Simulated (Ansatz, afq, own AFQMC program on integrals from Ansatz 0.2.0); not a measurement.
Integrals from Ansatz 0.2.0, then the random walk in our own AFQMC program (afq).

```yaml
crystal:
  periodic: [false, false, false]
  atoms:
    - {symbol: Si, position_ang: [0.012584, -0.030040, 0.559621]}
    - {symbol: O, position_ang: [0.012584, 0.091393, -1.083822]}
    - {symbol: H, position_ang: [1.216148, -0.751478, 1.057377]}
    - {symbol: H, position_ang: [0.012584, 1.359891, 1.069572]}
    - {symbol: H, position_ang: [-1.190980, -0.751478, 1.057377]}
    - {symbol: H, position_ang: [-0.588162, -0.470593, -1.573846]}
basis:
  gaussian: {orbitals: 6-31G}
magnetization: {spin_polarized: false}
correlation: {method: ccsd_t, electrons: outside_noble_gas, hamiltonian_folder: ham}
```

```sh
$ ansatz run in.yaml --threads 1 --pin off --events-out ev --progress --plain --max-ram 1382MiB
```

afq runs on the folder ham with

```
--method free --trial cisd --walkers 170 --time-step 0.03 --max-blocks 80 --target-error 0.00045 --factor-cut 1e-05 --seed 474 --times 0,0.21,0.42,0.81,1.2,1.8,2.4,3 --taylor-order 8
```

Times are imaginary, in 1/Eh. The walk had a cap of 533 s.

```
orbitals 24  electrons 7 7  factors 168 of 343
reference energy -366.03749457 Eh
CCSD correlation -0.19902086 Eh in 9 cycles, weight of the determinant in the CISD state 0.9164
repeat  energy at the last time / Eh  error
    10  -366.239422  0.000678
    20  -366.239833  0.000577
    30  -366.239607  0.000416
time / (1/Eh)  energy / Eh  error  mean overlap
  0.00  -366.235936  0.000395  1.0903
  0.21  -366.237818  0.000261  1.0939
  0.42  -366.238797  0.000191  1.0939
  0.81  -366.239490  0.000232  1.1002
  1.20  -366.239996  0.000193  1.0851
  1.80  -366.239919  0.000279  1.0862
  2.40  -366.240200  0.000271  1.1043
  3.00  -366.239657  0.000407  1.1100
energy -366.239657 +/- 0.000407 Eh
```

**Question.** Estimate how long the walk took on 1 thread of Arm Neoverse V2 (shared host).

**Answer.** 44 s of wall time.

The run passed its tests (error under three times the target), which doesn't prove that it has relaxed.

Against this walk (error 11.1 meV) on the same determinant: CCSD(T) 14.4 meV higher (within the noise), the released energy of a separate walk with a CISD trial 5.6 ± 13.3 meV lower (within the noise). The error is statistical, and a free projection of finite length keeps a remainder of its start. The last points scatter (meV from the last: 5 ± 6 at 0.81, -9 ± 5 at 1.20, -7 ± 8 at 1.80, -15 ± 7 at 2.40, 0 ± 11 at 3.00); the last is the one printed as the energy, and the gaps above move with that scatter.

Cautions: remainder of the start not in the error.
